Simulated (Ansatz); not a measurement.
# C₂H₄F radical: an energy map over angle C2–C1–H5 and angle H6–C1–H5

Aim: map the energy of C₂H₄F, SMILES C[CH]F, spin multiplicity 2 over two coordinates, and find its wells, ridges and stiffness.

Computed with Ansatz 0.2.0. Level: UKS PBE0-D4/def2-TZVP.

## Step 1: Starting geometry

SMILES `C[CH]F`, 7 atoms, charge 0, spin multiplicity 2.

Atoms are counted from 1 here; the program's logs count them from 0.

Bond lengths: C1–C2 1.480 Å, C1–H4 1.108 Å, C1–H5 1.119 Å, C1–H6 1.111 Å, C2–F3 1.351 Å, C2–H7 1.105 Å. Angles: C2–C1–H4 110.2°, C2–C1–H5 112.9°, C2–C1–H6 111.1°, H4–C1–H5 107.5°, H4–C1–H6 108.4°, H5–C1–H6 106.6°, C1–C2–F3 116.4°, C1–C2–H7 123.5°, F3–C2–H7 113.1°.

Coordinates:

```
C    -0.53638    0.30534   -0.11977
C     0.61427   -0.59793    0.10433
F     1.33729   -0.38330    1.22524
H    -1.13620   -0.04685   -0.98194
H    -0.22662    1.35948   -0.33396
H    -1.19606    0.34311    0.77363
H     1.20509   -1.04785   -0.71332
```

This geometry comes from a loose relaxation at PBE in a small basis, which is not shown.

## Step 2: The minimum at this level

Contents of input.yaml:

```yaml
crystal:
  periodic: [false, false, false]
  atoms:
    - { symbol: C, position_ang: [-0.536381, 0.305341, -0.119774] }
    - { symbol: C, position_ang: [0.614273, -0.597925, 0.104328] }
    - { symbol: F, position_ang: [1.337295, -0.383303, 1.225236] }
    - { symbol: H, position_ang: [-1.136198, -0.046854, -0.981937] }
    - { symbol: H, position_ang: [-0.226617, 1.359477, -0.333962] }
    - { symbol: H, position_ang: [-1.196061, 0.343114, 0.773627] }
    - { symbol: H, position_ang: [1.205088, -1.04785, -0.713318] }
magnetization:
  spin_polarized: true
  initial_magnetization: 1
basis:
  gaussian: { orbitals: def2-TZVP }
hamiltonian:
  xc: pbe0
  dispersion: d4
output:
  forces: true
relax:
  f_tol: 0.003
  max_steps: 120
```

Command:

```bash
$ ansatz run input.yaml --threads 1 --pin off --max-ram 2560MiB --backend cpu --events-out ev --progress --plain --runs-dir out
```

Standard output:

```text
Warning: RAYON_NUM_THREADS=1 ignored (pool sized by the plan → 1); use --threads N
The last accepted step is kept in <dir> (removed where the run ends without a failure and the disk answers)
Engine: ansatz 0.2.0, aarch64-unknown-linux-gnu
Functional definition: PBE0
  parameter a = 0.25
  parameter kappa = 0.804
  parameter beta = 0.06672455060314922
  exchange = (1 - a)*pbe_x(kappa = kappa, mu = beta*pi^2/3) + a*exact_x
  correlation = pbe_c(beta = beta)
692 factors; their error is unknown
mean field evaluation 1: about -4847.0206 eV, gradient 3.0e1 eV
mean field evaluation 2: about -4846.7178 eV, gradient 3.0e1 eV
mean field evaluation 4: about -4851.1192 eV, gradient 1.6e0 eV
mean field evaluation 8: about -4851.1305 eV, gradient 5.8e-2 eV
mean field -4851.13050457 eV, -178.2757578285 hartree, gradient 8.5e-5 eV, S^2 0.754525; 0 other end points of the search recorded, 0 dependent functions left out
the calculation of the forces begins
reference -4851.13052851 eV, -178.2757587084 hartree; 13, 12 occupied and 104, 105 virtual orbitals, 692 factors
relax step   1: F+E_penalty+E_count = -4851.18688207 eV  Δ(F+E_penalty+E_count) = +0.000e0 eV  max|allowed force component| = 5.585e-1 eV/Å  Δτ_max = 0.0000 Å  (27 SCF iters, accepted)
these checks for a lower state are left out or cut short: starts, cluster_reference, orbital_swaps, neighbouring_geometries, increment
692 factors; their error is unknown
mean field evaluation 16: about -4851.1445 eV, gradient 1.2e0 eV
mean field -4851.15531564 eV, -178.2766696186 hartree, gradient 1.1e-5 eV, S^2 0.754311; 0 other end points of the search recorded, 0 dependent functions left out
the calculation of the forces begins
reference -4851.15533946 eV, -178.2766704940 hartree; 13, 12 occupied and 104, 105 virtual orbitals, 692 factors
relax step   2: F+E_penalty+E_count = -4851.21178810 eV  Δ(F+E_penalty+E_count) = -2.491e-2 eV  max|allowed force component| = 1.842e-1 eV/Å  Δτ_max = 0.0212 Å  (32 SCF iters, accepted)
these checks for a lower state are left out or cut short: starts, cluster_reference, orbital_swaps, neighbouring_geometries, increment
692 factors; their error is unknown
mean field -4851.15758416 eV, -178.2767529850 hartree, gradient 1.0e-5 eV, S^2 0.754307; 0 other end points of the search recorded, 0 dependent functions left out
the calculation of the forces begins
reference -4851.15760793 eV, -178.2767538586 hartree; 13, 12 occupied and 104, 105 virtual orbitals, 692 factors
relax step   3: F+E_penalty+E_count = -4851.21407633 eV  Δ(F+E_penalty+E_count) = -2.288e-3 eV  max|allowed force component| = 1.379e-2 eV/Å  Δτ_max = 0.0082 Å  (33 SCF iters, accepted)
these checks for a lower state are left out or cut short: starts, cluster_reference, orbital_swaps, neighbouring_geometries, increment
692 factors; their error is unknown
mean field evaluation 32: about -4851.1574 eV, gradient 2.8e-1 eV
mean field -4851.15765397 eV, -178.2767555505 hartree, gradient 1.0e-5 eV, S^2 0.754311; 0 other end points of the search recorded, 0 dependent functions left out
the calculation of the forces begins
reference -4851.15767775 eV, -178.2767564246 hartree; 13, 12 occupied and 104, 105 virtual orbitals, 692 factors
relax step   4: F+E_penalty+E_count = -4851.21414720 eV  Δ(F+E_penalty+E_count) = -7.087e-5 eV  max|allowed force component| = 5.941e-3 eV/Å  Δτ_max = 0.0039 Å  (33 SCF iters, accepted)
these checks for a lower state are left out or cut short: starts, cluster_reference, orbital_swaps, neighbouring_geometries, increment
692 factors; their error is unknown
mean field -4851.15769203 eV, -178.2767569494 hartree, gradient 1.0e-5 eV, S^2 0.754362; 0 other end points of the search recorded, 0 dependent functions left out
the calculation of the forces begins
reference -4851.15771585 eV, -178.2767578248 hartree; 13, 12 occupied and 104, 105 virtual orbitals, 692 factors
relax step   5: F+E_penalty+E_count = -4851.21417770 eV  Δ(F+E_penalty+E_count) = -3.050e-5 eV  max|allowed force component| = 2.393e-2 eV/Å  Δτ_max = 0.0166 Å  (32 SCF iters, accepted)
these checks for a lower state are left out or cut short: starts, cluster_reference, orbital_swaps, neighbouring_geometries, increment
692 factors; their error is unknown
mean field -4851.15776256 eV, -178.2767595412 hartree, gradient 1.0e-5 eV, S^2 0.754328; 0 other end points of the search recorded, 0 dependent functions left out
the calculation of the forces begins
reference -4851.15778638 eV, -178.2767604167 hartree; 13, 12 occupied and 104, 105 virtual orbitals, 692 factors
relax step   6: F+E_penalty+E_count = -4851.21425597 eV  Δ(F+E_penalty+E_count) = -7.827e-5 eV  max|allowed force component| = 3.715e-3 eV/Å  Δτ_max = 0.0037 Å  (33 SCF iters, accepted)
these checks for a lower state are left out or cut short: starts, cluster_reference, orbital_swaps, neighbouring_geometries, increment
692 factors; their error is unknown
mean field -4851.15776748 eV, -178.2767597221 hartree, gradient 1.0e-5 eV, S^2 0.754328; 0 other end points of the search recorded, 0 dependent functions left out
the calculation of the forces begins
reference -4851.15779130 eV, -178.2767605976 hartree; 13, 12 occupied and 104, 105 virtual orbitals, 692 factors
relax step   7: F+E_penalty+E_count = -4851.21426024 eV  Δ(F+E_penalty+E_count) = -4.277e-6 eV  max|allowed force component| = 2.188e-3 eV/Å  Δτ_max = 0.0012 Å  (33 SCF iters, accepted)
692 factors; their error is unknown
mean field evaluation 64: about -4851.1578 eV, gradient 1.0e-5 eV
mean field -4851.15776748 eV, -178.2767597221 hartree, gradient 1.0e-5 eV, S^2 0.754328; 1 other end points of the search recorded, 0 dependent functions left out
the calculation of the forces begins
reference -4851.15779130 eV, -178.2767605976 hartree; 13, 12 occupied and 104, 105 virtual orbitals, 692 factors
Total energy: -4851.21428407 eV, -178.2788366683 hartree
Atom 0 at    -0.536985     0.304435    -0.117508 Å, force     0.000959    -0.002188     0.000832 eV/Å
Atom 1 at     0.603880    -0.598001     0.101509 Å, force    -0.000503     0.002040     0.002075 eV/Å
Atom 2 at     1.339524    -0.350365     1.197637 Å, force    -0.000793    -0.000328    -0.001113 eV/Å
Atom 3 at    -1.114870    -0.031935    -0.979878 Å, force     0.000606     0.000077    -0.001050 eV/Å
Atom 4 at    -0.215016     1.338960    -0.307941 Å, force     0.000277     0.000440    -0.000608 eV/Å
Atom 5 at    -1.195477     0.324062     0.755761 Å, force     0.000241    -0.000166     0.000639 eV/Å
Atom 6 at     1.180341    -1.055156    -0.695381 Å, force    -0.000787     0.000125    -0.000775 eV/Å
Dipole moment:    -0.174225     0.065601    -0.274513 e Å
```

It took 31 s on 1 thread of Arm Neoverse V1, shared host; peak memory 0.2 GiB.

Relaxation path:

| step | energy from step 1 (eV) | largest force component (eV/Å) |
| --- | --- | --- |
| 1 | 0.0000 | 0.5585 |
| 2 | -0.0249 | 0.1842 |
| 3 | -0.0272 | 0.0138 |
| 4 | -0.0273 | 0.0059 |
| 5 | -0.0273 | 0.0239 |
| 6 | -0.0274 | 0.0037 |
| 7 | -0.0274 | 0.0022 |

Distances of close pairs at the start and the end, largest changes first:

| bond | before (Å) | after (Å) | change (Å) |
| --- | --- | --- | --- |
| C2–H7 | 1.105 | 1.085 | -0.020 |
| C1–H5 | 1.119 | 1.100 | -0.019 |
| C1–H6 | 1.111 | 1.094 | -0.017 |
| C1–H4 | 1.108 | 1.091 | -0.017 |
| C1–C2 | 1.480 | 1.471 | -0.009 |
| C2–F3 | 1.351 | 1.343 | -0.008 |

## Step 3: Plan of the scan

- angle C2–C1–H5: 13 values from 67.1 to 157.1 °
- angle H6–C1–H5: 13 values from 62.3 to 152.3 °

Nothing else is relaxed (all other coordinates rigid). Energies count from the relaxed molecule at the same level.

Of the runs on the grid, 2 are shown in the steps below; the others differ only in the two coordinates.

## Step 4: Grid point angle C2–C1–H5 = 97.1°, angle H6–C1–H5 = 69.8°

Contents of input.yaml:

```yaml
crystal:
  periodic: [false, false, false]
  atoms:
    - { symbol: C, position_ang: [-0.536985, 0.304435, -0.117508] }
    - { symbol: C, position_ang: [0.804613, -0.27634, 0.046042] }
    - { symbol: F, position_ang: [1.505539, 0.166696, 1.102647] }
    - { symbol: H, position_ang: [-1.11487, -0.031935, -0.979878] }
    - { symbol: H, position_ang: [-0.215016, 1.33896, -0.307941] }
    - { symbol: H, position_ang: [-0.980104, 0.979784, 0.620154] }
    - { symbol: H, position_ang: [1.438921, -0.585274, -0.777696] }
magnetization:
  spin_polarized: true
  initial_magnetization: 1
basis:
  gaussian: { orbitals: def2-TZVP }
hamiltonian:
  xc: pbe0
  dispersion: d4
output:
  forces: true
```

Command:

```bash
$ ansatz run input.yaml --threads 1 --pin off --max-ram 2560MiB --backend cpu --events-out ev --progress --plain --runs-dir out
```

Standard output:

```text
Warning: RAYON_NUM_THREADS=1 ignored (pool sized by the plan → 1); use --threads N
[... 7 set-up lines as earlier in the session ...]
692 factors; their error is unknown
mean field evaluation 1: about -4845.4649 eV, gradient 3.1e1 eV
mean field evaluation 2: about -4844.9558 eV, gradient 3.1e1 eV
mean field evaluation 4: about -4849.7811 eV, gradient 1.8e0 eV
mean field evaluation 8: about -4849.7897 eV, gradient 4.6e-2 eV
mean field evaluation 16: about -4849.7944 eV, gradient 9.1e-5 eV
mean field -4849.79438063 eV, -178.2266561795 hartree, gradient 2.8e-5 eV, S^2 0.754747; 0 other end points of the search recorded, 0 dependent functions left out
the calculation of the forces begins
reference -4849.79440377 eV, -178.2266570298 hartree; 13, 12 occupied and 104, 105 virtual orbitals, 692 factors
Total energy: -4849.85122449 eV, -178.2287451526 hartree
Atom 0 at    -0.536985     0.304435    -0.117508 Å, force     1.320422     2.075226    -0.668314 eV/Å
Atom 1 at     0.804613    -0.276340     0.046042 Å, force    -0.524808    -0.959717     0.786099 eV/Å
Atom 2 at     1.505539     0.166696     1.102647 Å, force     0.031813     0.141154     0.008263 eV/Å
Atom 3 at    -1.114870    -0.031935    -0.979878 Å, force    -0.120956     0.034506     0.547569 eV/Å
Atom 4 at    -0.215016     1.338960    -0.307941 Å, force     0.649336     0.823876    -2.290712 eV/Å
Atom 5 at    -0.980104     0.979784     0.620154 Å, force    -1.202925    -2.178371     1.680655 eV/Å
Atom 6 at     1.438921    -0.585274    -0.777696 Å, force    -0.152882     0.063325    -0.063560 eV/Å
Dipole moment:    -0.190539     0.153794    -0.294078 e Å
```

It took 4.2 s on 1 thread of Arm Neoverse V1, shared host; peak memory 0.18 GiB.

Energy on the map's scale: 132 kJ/mol.

## Step 5: Grid point angle C2–C1–H5 = 112.1°, angle H6–C1–H5 = 107.3°

Contents of input.yaml:

```yaml
crystal:
  periodic: [false, false, false]
  atoms:
    - { symbol: C, position_ang: [-0.536985, 0.304435, -0.117508] }
    - { symbol: C, position_ang: [0.603356, -0.598638, 0.101614] }
    - { symbol: F, position_ang: [1.339018, -0.351432, 1.197827] }
    - { symbol: H, position_ang: [-1.11487, -0.031935, -0.979878] }
    - { symbol: H, position_ang: [-0.215016, 1.33896, -0.307941] }
    - { symbol: H, position_ang: [-1.195458, 0.324212, 0.755771] }
    - { symbol: H, position_ang: [1.17965, -1.056096, -0.695223] }
magnetization:
  spin_polarized: true
  initial_magnetization: 1
basis:
  gaussian: { orbitals: def2-TZVP }
hamiltonian:
  xc: pbe0
  dispersion: d4
output:
  forces: true
```

Command:

```bash
$ ansatz run input.yaml --threads 1 --pin off --max-ram 2560MiB --backend cpu --events-out ev --progress --plain --runs-dir out
```

Standard output:

```text
Warning: RAYON_NUM_THREADS=1 ignored (pool sized by the plan → 1); use --threads N
[... 7 set-up lines as earlier in the session ...]
692 factors; their error is unknown
mean field evaluation 1: about -4846.8917 eV, gradient 3.1e1 eV
mean field evaluation 2: about -4846.7116 eV, gradient 3.0e1 eV
mean field evaluation 4: about -4851.1467 eV, gradient 1.7e0 eV
mean field evaluation 8: about -4851.1577 eV, gradient 5.5e-2 eV
mean field evaluation 16: about -4851.1578 eV, gradient 8.3e-6 eV
mean field -4851.15776599 eV, -178.2767596672 hartree, gradient 8.5e-6 eV, S^2 0.754327; 0 other end points of the search recorded, 0 dependent functions left out
the calculation of the forces begins
reference -4851.15778982 eV, -178.2767605429 hartree; 13, 12 occupied and 104, 105 virtual orbitals, 692 factors
Total energy: -4851.21428253 eV, -178.2788366120 hartree
Atom 0 at    -0.536985     0.304435    -0.117508 Å, force    -0.000641    -0.003785     0.001107 eV/Å
Atom 1 at     0.603356    -0.598638     0.101614 Å, force     0.000614     0.004424     0.002013 eV/Å
Atom 2 at     1.339018    -0.351432     1.197827 Å, force    -0.000621    -0.000646    -0.001006 eV/Å
Atom 3 at    -1.114870    -0.031935    -0.979878 Å, force    -0.000346     0.000730    -0.000979 eV/Å
Atom 4 at    -0.215016     1.338960    -0.307941 Å, force     0.002290    -0.000539    -0.000765 eV/Å
Atom 5 at    -1.195458     0.324212     0.755771 Å, force    -0.000539    -0.000184     0.000397 eV/Å
Atom 6 at     1.179650    -1.056096    -0.695223 Å, force    -0.000757    -0.000001    -0.000768 eV/Å
Dipole moment:    -0.174156     0.065671    -0.274513 e Å
```

It took 3.7 s on 1 thread of Arm Neoverse V1, shared host; peak memory 0.18 GiB.

On the map this point reads 0 kJ/mol.

## Step 6: Energy over the grid

169 points were computed. Energies in kJ/mol, from the relaxed molecule at the same level:

| angle H6–C1–H5 (°) ↓, angle C2–C1–H5 (°) → | 67.1 | 74.6 | 82.1 | 89.6 | 97.1 | 104.6 | 112.1 | 119.6 | 127.1 | 134.6 | 142.1 | 149.6 | 157.1 |
| --- | --- | --- | --- | --- | --- | --- | --- | --- | --- | --- | --- | --- | --- |
| 152.3 | 251 | 210 | 177 | 156 | 145 | 146 | 158 | 180 | 211 | 251 | 299 | 360 | 452 |
| 144.8 | 223 | 179 | 144 | 119 | 105 | 102 | 111 | 131 | 161 | 201 | 250 | 308 | 381 |
| 137.3 | 201 | 154 | 116 | 89 | 72 | 66 | 72 | 88 | 116 | 153 | 201 | 258 | 325 |
| 129.8 | 185 | 136 | 96 | 66 | 47 | 38 | 40 | 54 | 77 | 112 | 156 | 210 | 273 |
| 122.3 | 174 | 124 | 83 | 51 | 29 | 18 | 18 | 28 | 48 | 78 | 119 | 168 | 227 |
| 114.8 | 169 | 119 | 76 | 43 | 20 | 7 | 5 | 12 | 28 | 55 | 91 | 136 | 190 |
| 107.3 | 170 | 120 | 77 | 43 | 19 | 5 | 0 | 5 | 19 | 42 | 74 | 115 | 165 |
| 99.8 | 177 | 127 | 85 | 51 | 26 | 11 | 5 | 7 | 19 | 40 | 69 | 106 | 151 |
| 92.3 | 190 | 142 | 99 | 66 | 41 | 25 | 18 | 20 | 30 | 48 | 74 | 108 | 150 |
| 84.8 | 209 | 162 | 121 | 88 | 64 | 48 | 40 | 41 | 50 | 67 | 91 | 123 | 161 |
| 77.3 | 233 | 189 | 150 | 118 | 94 | 79 | 71 | 72 | 81 | 96 | 119 | 149 | 185 |
| 69.8 | 264 | 221 | 184 | 154 | 132 | 117 | 111 | 112 | 121 | 136 | 158 | 186 | 220 |
| 62.3 | 301 | 260 | 225 | 196 | 176 | 163 | 158 | 161 | 170 | 186 | 208 | 235 | 267 |

The dipole moment (D) at each point:

```csv
"angle H6–C1–H5 (°) ↓, angle C2–C1–H5 (°) →",67.1,74.6,82.1,89.6,97.1,104.6,112.1,119.6,127.1,134.6,142.1,149.6,157.1
152.3,1.79,1.82,1.84,1.84,1.83,1.80,1.77,1.72,1.67,1.64,1.63,1.66,1.73
144.8,1.76,1.78,1.79,1.79,1.78,1.75,1.73,1.70,1.66,1.63,1.61,1.61,1.65
137.3,1.75,1.76,1.76,1.75,1.73,1.71,1.69,1.67,1.65,1.63,1.61,1.60,1.62
129.8,1.74,1.75,1.74,1.72,1.70,1.68,1.66,1.64,1.63,1.62,1.61,1.61,1.63
122.3,1.75,1.74,1.73,1.70,1.67,1.65,1.63,1.62,1.60,1.60,1.60,1.61,1.63
114.8,1.76,1.75,1.72,1.69,1.66,1.63,1.61,1.59,1.58,1.58,1.59,1.60,1.63
107.3,1.78,1.77,1.73,1.69,1.65,1.62,1.59,1.57,1.56,1.56,1.57,1.59,1.62
99.8,1.82,1.79,1.75,1.70,1.66,1.62,1.59,1.57,1.55,1.55,1.56,1.57,1.61
92.3,1.86,1.83,1.78,1.72,1.67,1.63,1.59,1.57,1.55,1.55,1.55,1.57,1.60
84.8,1.91,1.87,1.82,1.76,1.71,1.66,1.61,1.58,1.56,1.56,1.56,1.58,1.61
77.3,1.97,1.94,1.88,1.82,1.76,1.70,1.66,1.62,1.60,1.59,1.59,1.60,1.64
69.8,2.05,2.02,1.96,1.90,1.84,1.78,1.73,1.69,1.66,1.65,1.64,1.66,1.69
62.3,2.14,2.12,2.07,2.01,1.95,1.89,1.84,1.80,1.76,1.75,1.74,1.75,1.79
```

On the same grid, largest force on an atom (eV/Å):

```csv
"angle H6–C1–H5 (°) ↓, angle C2–C1–H5 (°) →",67.1,74.6,82.1,89.6,97.1,104.6,112.1,119.6,127.1,134.6,142.1,149.6,157.1
152.3,3.9,3.6,3.3,3.0,3.2,3.4,3.7,3.8,4.0,4.2,4.8,6.4,9.5
144.8,3.9,3.6,3.2,2.7,2.7,2.9,3.2,3.4,3.7,3.9,4.2,4.8,6.2
137.3,3.8,3.4,3.0,2.5,2.1,2.3,2.6,2.9,3.2,3.5,3.8,4.2,4.7
129.8,3.7,3.3,2.8,2.3,1.8,1.7,2.0,2.2,2.6,2.9,3.3,3.6,4.0
122.3,3.7,3.3,2.7,2.0,1.5,1.1,1.3,1.7,2.2,2.7,3.0,3.3,3.6
114.8,3.8,3.3,2.7,2.0,1.3,0.8,0.7,1.2,1.8,2.3,2.8,3.1,3.3
107.3,3.8,3.4,2.7,2.0,1.3,0.6,0.0,0.7,1.3,1.9,2.5,2.9,3.1
99.8,3.8,3.4,2.7,2.1,1.7,1.1,0.7,0.8,1.1,1.6,2.1,2.6,2.9
92.3,3.8,3.4,2.8,2.6,2.1,1.6,1.3,1.2,1.5,1.8,2.1,2.5,2.8
84.8,3.7,3.3,3.0,2.8,2.5,2.0,1.9,1.9,2.0,2.2,2.5,2.7,2.8
77.3,3.5,3.2,3.1,3.0,2.6,2.5,2.6,2.6,2.6,2.8,3.0,3.1,3.3
69.8,3.4,3.0,3.0,2.9,3.0,3.1,3.2,3.2,3.3,3.4,3.5,3.7,3.8
62.3,3.5,3.3,3.2,3.3,3.5,3.6,3.8,3.9,4.0,4.0,4.2,4.4,4.4
```

## Step 7: Results

| quantity | value |
| --- | --- |
| lowest point | angle C2–C1–H5 = 112.1°, angle H6–C1–H5 = 107.3°, 0 kJ/mol |
| highest computed point | angle C2–C1–H5 = 157.1°, angle H6–C1–H5 = 152.3°, 452 kJ/mol above the lowest |
| dipole moment (D) | 1.55 at angle C2–C1–H5 = 134.6°, angle H6–C1–H5 = 92.3° to 2.14 at angle C2–C1–H5 = 67.1°, angle H6–C1–H5 = 62.3°; 1.59 at the lowest point |
| largest force on an atom (eV/Å) | 0.0 at angle C2–C1–H5 = 112.1°, angle H6–C1–H5 = 107.3° to 9.5 at angle C2–C1–H5 = 157.1°, angle H6–C1–H5 = 152.3°; 0.0 at the lowest point |
| time for the whole task | 12 min on 1 thread, shared host |

The lowest computed point is at angle C2–C1–H5 = 112.1°, angle H6–C1–H5 = 107.3°, 0 kJ/mol from the relaxed molecule at the same level. No other kind of well shows on this grid. The highest computed point, angle C2–C1–H5 = 157.1°, angle H6–C1–H5 = 152.3°, lies 452 kJ/mol above the lowest. Round the minimum the valley is somewhat tilted: raising angle C2–C1–H5 shifts the best value of angle H6–C1–H5 downwards (coupling k₁₂/√(k₁₁k₂₂) about 0.2).
